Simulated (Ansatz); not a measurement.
We consider diamond-structure Ge, described by PBE-D4 (Ansatz, a first-principles code, plane waves, PAW).

Settings: plane-wave cutoff 520 eV, 10×10×10 k mesh, Fermi–Dirac smearing 0.01 eV, scalar-relativistic PAW data made under PBE.

Cell (relaxed at this level):

```
Ge
1.0
    0.00000     2.84722     2.84722
    2.84722     0.00000     2.84722
    2.84722     2.84722     0.00000
Ge
2
Cartesian
  0.00000   0.00000   0.00000
  1.42361   1.42361   1.42361
```

Problem. What does this level give for the bulk modulus B0 and width of the whole s-p valence band?

Solution. 
- bulk modulus B0: 64.6 GPa
- width of the whole s-p valence band: 12.63 eV

The run finds no gap.

Measured, for comparison: bulk modulus 77.3 GPa (low-temperature value with the zero-point effect removed, our sources range from 77.3 to 79.4; as tabulated in Tanner et al. (2021), arXiv:2110.11888). Computed (rounded) less measured: bulk modulus -16 % (-16 % to -19 % over the range).

Note: the gap of the solid is closed in this run; this level leaves the solid without a gap, although one is measured.

Spin–orbit coupling is not included.

Static lattice: no zero-point or thermal effects.
